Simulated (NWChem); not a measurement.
Species: SiH$_{2}$, triplet; SMILES of the neutral closed-shell parent [SiH2]

```xyz
3

Si     0.0000     0.0000     0.0955
H      1.2983     0.0000    -0.6682
H     -1.2983     0.0000    -0.6682
```
Atoms are numbered in this order, from 1.

Program: NWChem. Pople sets run with spherical d functions. Spin-unrestricted. In the optimisation the excess spin sits in a1 and b2 (C2v, its own frame). Structure relaxed at the PBE-D3(BJ)/def2-SVP, spin-unrestricted level. The spin multiplicity was typed, not searched, and may not be the lowest. No stability test was run on the SCF state.

Task: What does the run give for BLYP/6-31G*? Quantities: highest occupied level (eV); lowest empty minus highest occupied level, either spin (eV); dipole (D); <S²>.

Result: 
```
Property                                                     Value
-----------------------------------------------------------  -----
highest occupied level (eV)                                  -4.34
lowest empty minus highest occupied level, either spin (eV)   0.12
dipole (D)                                                    0.05
<S²>                                                          2.00
```
